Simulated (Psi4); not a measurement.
Psi4 input (wB97X-D/6-31G*):

```
memory 1500 MB

molecule {
0 2
C    -0.97165697   -0.65156654   -0.00520927
C     0.00620844    0.49447777    0.00506174
H    -0.45337239   -1.61395950   -0.01586483
H    -1.61078508   -0.57064172    0.87489567
H    -1.61344761   -0.55262858   -0.88152790
O     1.18378704    0.45997030    0.00292278
symmetry c1
no_reorient
no_com
}

set {
  basis 6-31G*
  reference uks
  scf_type pk
  dft_radial_points 99
  dft_spherical_points 590
  e_convergence 1e-8
  d_convergence 1e-7
  maxiter 150
}

e = energy('wb97x-d')
print_out(f'\nFINAL {e:.10f} DIPOLE {variable("CURRENT DIPOLE")[0]:.6f} {variable("CURRENT DIPOLE")[1]:.6f} {variable("CURRENT DIPOLE")[2]:.6f}\n')
```

Output:

```
   => Loading Basis Set <=

    Name: 6-31G*
    Role: ORBITAL
    Keyword: BASIS
    atoms 1-2 entry C          line   111 file 6-31gs.gbs
    atoms 3-5 entry H          line    44 file 6-31gs.gbs
    atoms 6   entry O          line   145 file 6-31gs.gbs

   => WB97X-D: Empirical Dispersion <=

    Chai and Head-Gordon Dispersion Correction
    Chai, J.-D.; Head-Gordon, M. (2010), J. Chem. Phys., 132: 6615-6620

        s6 =       1.000000

         ---------------------------------------------------------
                                   SCF
               by Justin Turney, Rob Parrish, Andy Simmonett
                          and Daniel G. A. Smith
                              UKS Reference
         ---------------------------------------------------------

  ==> Geometry <==

    Molecular point group: c1
    Full point group: C1

    Geometry (in Angstrom), charge = 0, multiplicity = 2:

       Center              X                  Y                   Z               Mass
    ------------   -----------------  -----------------  -----------------  -----------------
         C           -0.971656970000    -0.651566540000    -0.005209270000    12.000000000000
         C            0.006208440000     0.494477770000     0.005061740000    12.000000000000
         H           -0.453372390000    -1.613959500000    -0.015864830000     1.007825032230
         H           -1.610785080000    -0.570641720000     0.874895670000     1.007825032230
         H           -1.613447610000    -0.552628580000    -0.881527900000     1.007825032230
         O            1.183787040000     0.459970300000     0.002922780000    15.994914619570

  Running in c1 symmetry.

  Rotational constants: A =      2.83084  B =      0.33042  C =      0.31296 [cm^-1]
  Rotational constants: A =  84866.45769  B =   9905.64428  C =   9382.36292 [MHz]
  Nuclear repulsion =   63.090017598384819

  Charge       = 0
  Multiplicity = 2
  Electrons    = 23
  Nalpha       = 12
  Nbeta        = 11

  ==> Algorithm <==

  SCF Algorithm Type is PK.
  DIIS enabled.
  MOM disabled.
  Fractional occupation disabled.
  Guess Type is SAD.
  Energy threshold   = 1.00e-08
  Density threshold  = 1.00e-07
  Integral threshold = 1.00e-12

  ==> Primary Basis <==

  Basis Set: 6-31G*
    Blend: 6-31G*
    Number of shells: 24
    Number of basis functions: 51
    Number of Cartesian functions: 51
    Spherical Harmonics?: false
    Max angular momentum: 2

  ==> DFT Potential <==

   => LibXC <=

    Version 7.1.2
    S. Lehtola, C. Steigemann, M. J. T. Oliveira, and M. A. L. Marques,  SoftwareX 7, 1–5 (2018) (10.1016/j.softx.2017.11.002)

   => Composite Functional: WB97X-D <=

    wB97X-D Hyb-GGA Exchange-Correlation Functional

    J.-D. Chai and M. Head-Gordon,  Phys. Chem. Chem. Phys. 10, 6615–6620 (2008) (10.1039/B810189B)

    Deriv               =              1
    GGA                 =           TRUE
    Meta                =          FALSE

    Exchange Hybrid     =           TRUE
    MP2 Hybrid          =          FALSE

   => Exchange-Correlation Functionals <=

    1.0000   wB97X-D range-separated functional

   => Exact (HF) Exchange <=

    0.7780            HF,LR [omega = 0.2000]
    0.2220               HF

   => LibXC Density Thresholds  <==

    XC_HYB_GGA_XC_WB97X_D:  1.00E-14

   => Molecular Quadrature <=

    Radial Scheme          =       TREUTLER
    Pruning Scheme         =           NONE
    Nuclear Scheme         =       TREUTLER

    Blocking Scheme        =         OCTREE
    BS radius alpha        =              1
    Pruning alpha          =              1
    Radial Points          =             99
    Spherical Points       =            590
    Total Points           =         331280
    Total Blocks           =           2427
    Max Points             =            256
    Max Functions          =             51
    Weights Tolerance      =       1.00E-15

  ==> Integral Setup <==

  Using in-core PK algorithm.
   Calculation information:
      Number of atoms:                   6
      Number of AO shells:              24
      Number of primitives:             57
      Number of atomic orbitals:        51
      Number of basis functions:        51

      Integral cutoff                 1.00e-12
      Number of threads:                 1

  Performing in-core PK
  Using 2639403 doubles for integral storage.
  We computed 44737 shell quartets total.
  Whereas there are 45150 unique shell quartets.

  Computing range-separated integrals for PK
  We computed 44737 wK shell quartets total.
  Whereas there are 45150 wK unique shell quartets.

  ==> DiskJK: Disk-Based J/K Matrices <==

    J tasked:                  Yes
    K tasked:                  Yes
    wK tasked:                 Yes
    Omega:               2.000E-01
    Schwarz Cutoff:          1E-12


  Cached 100.0% of DFT collocation blocks in 0.445 [GiB].

  Minimum eigenvalue in the overlap matrix is 5.6426766257E-03.
  Reciprocal condition number of the overlap matrix is 9.0639089117E-04.
    Using symmetric orthogonalization.

  ==> Pre-Iterations <==

  SCF Guess: Superposition of Atomic Densities via on-the-fly atomic UHF (no occupation information).

   -------------------------
    Irrep   Nso     Nmo
   -------------------------
     A         51      51
   -------------------------
    Total      51      51
   -------------------------

  ==> Iterations <==

                        Total Energy        Delta E     RMS |[F,P]|

   @UKS iter SAD:  -152.41768720590602   -1.52418e+02   0.00000e+00
   @UKS iter   1:  -153.01770393843509   -6.00017e-01   9.77109e-03 ADIIS/DIIS
   @UKS iter   2:  -152.99780569469914    1.98982e-02   1.16686e-02 ADIIS/DIIS
   @UKS iter   3:  -153.12026046610222   -1.22455e-01   2.19559e-03 ADIIS/DIIS
   @UKS iter   4:  -153.12548580654465   -5.22534e-03   4.09451e-04 ADIIS/DIIS
   @UKS iter   5:  -153.12571275908243   -2.26953e-04   1.06809e-04 ADIIS/DIIS
   @UKS iter   6:  -153.12573348144673   -2.07224e-05   2.57222e-05 DIIS
   @UKS iter   7:  -153.12573577845035   -2.29700e-06   8.03814e-06 DIIS
   @UKS iter   8:  -153.12573612298456   -3.44534e-07   2.83444e-06 DIIS
   @UKS iter   9:  -153.12573617332794   -5.03434e-08   8.21696e-07 DIIS
   @UKS iter  10:  -153.12573617830847   -4.98054e-09   2.41075e-07 DIIS
   @UKS iter  11:  -153.12573617873034   -4.21863e-10   8.74538e-08 DIIS
  Energy and wave function converged.

  ==> Post-Iterations <==

   Electrons on quadrature grid:
      Nalpha   =   11.9999999977 ; deviation = -2.278e-09
      Nbeta    =   10.9999999951 ; deviation = -4.922e-09
      Ntotal   =   22.9999999928 ; deviation = -7.200e-09

   @Spin Contamination Metric:   2.663377211E-03
   @S^2 Expected:                7.500000000E-01
   @S^2 Observed:                7.526633772E-01
   @S   Expected:                5.000000000E-01
   @S   Observed:                5.000000000E-01

    Orbital Energies [Eh]
    ---------------------

    Alpha Occupied:

       1A    -19.311923     2A    -10.388390     3A    -10.324477
       4A     -1.189809     5A     -0.863601     6A     -0.636604
       7A     -0.558012     8A     -0.547385     9A     -0.546060
      10A     -0.472605    11A     -0.472428    12A     -0.268811

    Alpha Virtual:

      13A      0.063149    14A      0.192678    15A      0.229103
      16A      0.237703    17A      0.314246    18A      0.381148
      19A      0.610933    20A      0.615101    21A      0.633024
      22A      0.685255    23A      0.709130    24A      0.805883
      25A      0.840378    26A      0.928743    27A      0.939265
      28A      0.965303    29A      1.026676    30A      1.070721
      31A      1.098390    32A      1.338456    33A      1.472589
      34A      1.539296    35A      1.579844    36A      1.618504
      37A      1.818521    38A      1.875214    39A      1.878442
      40A      2.100857    41A      2.153519    42A      2.236043
      43A      2.373431    44A      2.432777    45A      2.624117
      46A      2.701900    47A      2.920631    48A      3.063442
      49A      3.922991    50A      4.124675    51A      4.425339

    Beta Occupied:

       1A    -19.304871     2A    -10.379664     3A    -10.321515
       4A     -1.172796     5A     -0.850784     6A     -0.614053
       7A     -0.540134     8A     -0.534299     9A     -0.526995
      10A     -0.466654    11A     -0.432978

    Beta Virtual:

      12A      0.028949    13A      0.081493    14A      0.194945
      15A      0.235541    16A      0.241699    17A      0.327601
      18A      0.388353    19A      0.621978    20A      0.640235
      21A      0.655086    22A      0.689255    23A      0.713425
      24A      0.822051    25A      0.852786    26A      0.934658
      27A      0.942769    28A      0.972969    29A      1.030379
      30A      1.074491    31A      1.118377    32A      1.344276
      33A      1.482986    34A      1.564974    35A      1.592843
      36A      1.649444    37A      1.838655    38A      1.884888
      39A      1.893727    40A      2.121662    41A      2.169205
      42A      2.247044    43A      2.385821    44A      2.454671
      45A      2.651999    46A      2.716447    47A      2.949817
      48A      3.074490    49A      3.933672    50A      4.149199
      51A      4.441302

    Final Occupation by Irrep:
              A
    DOCC [    11 ]
    SOCC [     1 ]
    NA   [    12 ]
    NB   [    11 ]

  @UKS Final Energy:  -153.12573617873034

   => Energetics <=

    Nuclear Repulsion Energy =             63.0900175983848186
    One-Electron Energy =                -332.1005446357306710
    Two-Electron Energy =                 130.0215553574150533
    DFT Exchange-Correlation Energy =     -14.1359489092295512
    Empirical Dispersion Energy =          -0.0008155895699937
    VV10 Nonlocal Energy =                  0.0000000000000000
    Total Energy =                       -153.1257361787303353

  UHF NO Occupations:
  HONO-2 :   10  A 1.9997456
  HONO-1 :   11  A 1.9992442
  HONO-0 :   12  A 1.0000000
  LUNO+0 :   13  A 0.0007558
  LUNO+1 :   14  A 0.0002544
  LUNO+2 :   15  A 0.0002136
  LUNO+3 :   16  A 0.0000522

Computation Completed

Properties will be evaluated at   0.000000,   0.000000,   0.000000 [a0]

Properties computed using the SCF density matrix

 Multipole Moments:

 ------------------------------------------------------------------------------------
     Multipole            Electronic (a.u.)      Nuclear  (a.u.)        Total (a.u.)
 ------------------------------------------------------------------------------------

 L = 1.  Multiply by 2.5417464519 to convert [e a0] to [Debye]
 Dipole X            :         -0.8409553            0.0000001           -0.8409552
 Dipole Y            :         -0.5083804           -0.0000000           -0.5083804
 Dipole Z            :         -0.0039389           -0.0000000           -0.0039389
 Magnitude           :                                                    0.9826860

 ------------------------------------------------------------------------------------

FINAL -153.1257361787 DIPOLE -0.840955 -0.508380 -0.003939

*** Psi4 exiting successfully. Buy a developer a beer!
```

The geometry given is a B3LYP-D3(BJ)/def2-TZVP minimum.
